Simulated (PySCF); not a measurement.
**Continuum solvent and chemical shifts**

Molfile (atoms numbered from 1):
```
LiNa
     RDKit          3D

  2  1  0  0  0  0  0  0  0  0999 V2000
    1.5110   -0.0875    0.0088 Li  0  0  0  0  0  1  0  0  0  0  0  0
   -1.4612   -0.0002   -0.0310 Na  0  0  0  0  0  1  0  0  0  0  0  0
  1  2  1  0
M  END
```

GIAO PBE0/pcSseg-1 in PySCF on one PBE0-D3(BJ)/def2-SVP conformer, non-relativistic, equivalent nuclei averaged. Solvents enter as an IEF-PCM continuum (chloroform with ε = 4.7, water with ε = 78.4) around the gas-phase geometry.

Gas phase, σ in ppm: Li1 99.2, Na2 605.2. Dipole moment 0.41 D.

Q: How does each σ change in the continuum?

A: 
```csv
atoms,environment,"Δσ, chloroform","Δσ, water"
Li1,lithium bonded to Na,-2.1,-3.1
Na2,Na bonded to Li,-4.9,-7.7
```

Changes are relative to the gas phase. The dipole moment becomes 0.45 D in chloroform, 0.75 D in water.

Q: Which nuclei move most (in ppm), and what does the model miss?

A: Na2 (Na bonded to Li, -7.7 ppm) in water. A continuum only polarises the solute; specific hydrogen bonds, the anisotropy of aromatic solvents and changes of geometry or conformer are outside it.
